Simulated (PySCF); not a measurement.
# Unknown: peak-picked proton spectrum

Formula C₃H₉N. The spectrum was simulated from the full spin Hamiltonian at 90 MHz with 0.6 Hz Lorentzian lines, from shifts rounded to 0.01 ppm and J to 0.1 Hz, couplings under 1 Hz left out. Exchangeable protons (1H) are left uncoupled and out of the list.

Maxima in ppm (height), grouped by integral:
5H: 2.491 (4), 2.481 (4), 2.440 (100), 2.406 (7), 2.396 (14), 2.317 (11), 2.308 (16), 2.228 (6), 2.219 (6)
3H: 1.194 (18), 1.109 (31), 1.104 (28), 1.019 (13), 1.013 (8)

PySCF 2.14.0 with density-fitted response routines calculation with geometry: PBE0-D3(BJ)/def2-SVP, couplings computed with B3LYP/pcJ-1 (spin–dipole term only in couplings to heteroatoms) and GIAO PBE0/pcSseg-1 shieldings; averaged over atoms made equivalent by symmetry, fast rotation or ring inversion, one computed conformer, non-relativistic Hamiltonian, no solvent.

References, each an isolated molecule treated in the same way: 1H vs TMS.

(1) Analyse the multiplets.

(2) What is the compound?

Results:

(1) 1H NMR (90 MHz, computed): δ 2.44 (s, 3H), 2.35 (q, J = 7.9 Hz, 2H), 1.11 (t, J = 7.9 Hz, 3H), -0.79 (br s, 1H). These are first-order names from the parameters used; overlap and second-order distortion can hide them in the list.

(2) Methylaminoethane.

Numbering as in the mapped SMILES `[CH3:1][CH2:2][NH:3][CH3:4]`. Hydrogens are named by the atom that carries them.

1. δ 2.44: H(C4), hydrogen on a methyl carbon bonded to N.
2. δ 2.35: H(C2), hydrogen on an sp3 CH2 bonded to N, coupled to H(C1) (7.9 Hz).
3. δ 1.11: H(C1), hydrogen on a methyl carbon, coupled to H(C2) (7.9 Hz).
4. δ -0.79: H(N3), hydrogen on an amine nitrogen.

OH/NH shifts are gas-phase values; hydrogen bonding in solution moves them, usually downfield. Splittings below 1 Hz are ignored in the labels, and close J values are merged. Unscaled 3J(H,H) at this level run about 9 % above measured values. Couplings to exchangeable protons are dropped.
